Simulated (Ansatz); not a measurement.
# HClF (doublet): from Hartree-Fock to the top rungs at distance Cl1–H2 along a hydrogen transfer = 1.317 Å, cc-pVTZ

Aim: climb from Hartree-Fock through coupled cluster and multireference methods for HClF (doublet) at one geometry and basis, and see what each rung misses.

The runs use Ansatz 0.2.0, Gaussian basis; cc-pVTZ, core rule «outside noble gas», up to 6 orbitals frozen.

The runs, in order: UHF; CCSD(T) on ROHF; CCSD(T) on UHF; BCCD(T) on ROHF; CCSDT(Q) on ROHF; CCSDT(Q) on UHF; CASSCF and MRCISD+Q, 3 electrons in 3 orbitals; CASSCF and NEVPT2, 3 electrons in 3 orbitals; CASSCF and MRCISD+Q, 15 electrons in 9 orbitals; CASSCF and NEVPT2, 15 electrons in 9 orbitals.

## 1. The geometry

The geometry derives from fragments relaxed apart (PBE0/def2-TZVP) and kept rigid, so it is no stationary point. A hydrogen atom is moved between rigid fragments.

3 atoms, charge 0, spin multiplicity 2.

Atoms are counted from 1 here; the program's logs count them from 0.

Bond lengths: Cl1–H2 1.317 Å, H2–F3 1.132 Å. Angles: Cl1–H2–F3 180.0°.

## 2. UHF

The input, in.yaml:

```yaml
crystal:
  periodic: [false, false, false]
  atoms:
    - {symbol: Cl, position_ang: [0.000000, 0.000000, -1.255333]}
    - {symbol: H, position_ang: [0.000000, 0.000000, 0.061667]}
    - {symbol: F, position_ang: [0.000000, 0.000000, 1.193667]}
basis:
  gaussian: {orbitals: cc-pVTZ}
magnetization: {spin_polarized: true, initial_magnetization: 1}
hamiltonian: {xc: hf}
output: {orbitals: {seedname: orbitals}}
```

On the command line:

```bash
> ansatz run in.yaml --threads 1 --pin off --events-out ev --progress --plain --max-ram 2816MiB --backend cpu
```

Further steps of the session: CCSD(T) on ROHF; CCSD(T) on UHF; BCCD(T) on ROHF; CCSDT(Q) on ROHF; CCSDT(Q) on UHF; CASSCF and MRCISD+Q, 3 electrons in 3 orbitals; CASSCF and NEVPT2, 3 electrons in 3 orbitals; CASSCF and MRCISD+Q, 15 electrons in 9 orbitals; CASSCF and NEVPT2, 15 electrons in 9 orbitals.

Before running them: what should the planned runs give, taken together? Wanted: UCCSDT(Q) below the RHF energy; RMP2 from UCCSDT(Q); UMP2 from UCCSDT(Q); RCCSD from UCCSDT(Q); RCCSD(T) from UCCSDT(Q); UCCSD(T) from UCCSDT(Q); RCCSDT(Q) from UCCSDT(Q); NEVPT2 pair from UCCSDT(Q); MRCISD+Q pair from UCCSDT(Q).

**Answer**, as computed:

```
                         quantity                               value
   UCCSDT(Q) below the RHF energy                         -13.5917 eV
              RMP2 from UCCSDT(Q)                     +30.65 kcal/mol
              UMP2 from UCCSDT(Q)                     +30.50 kcal/mol
             RCCSD from UCCSDT(Q)                     +11.02 kcal/mol
          RCCSD(T) from UCCSDT(Q)                      +1.08 kcal/mol
          UCCSD(T) from UCCSDT(Q)                      +1.06 kcal/mol
         RCCSDT(Q) from UCCSDT(Q)                      +0.02 kcal/mol
       NEVPT2 pair from UCCSDT(Q)                     +26.40 kcal/mol
     MRCISD+Q pair from UCCSDT(Q)                      +7.78 kcal/mol
    NEVPT2 valence from UCCSDT(Q)                     +51.73 kcal/mol
levels within 1 kcal/mol (43 meV)  BCCD(T), RCCSDT, UCCSDT, RCCSDT(Q)
                    T1 diagnostic                               0.043
   effectively unpaired electrons                                1.01
```

RCCSD(T) misses by +1.08 kcal/mol, 0.3 % of the correlation energy. The occupations are near whole numbers, but T1 = 0.043 shows that the orbitals relax strongly. Of the multireference levels listed MRCISD+Q valence comes nearest in total energy (+7.44 kcal/mol), which doesn't show that its space is the better one. These misses are within one basis, not against nature; the frozen cores of restricted and unrestricted runs differ, which can shift their rows.
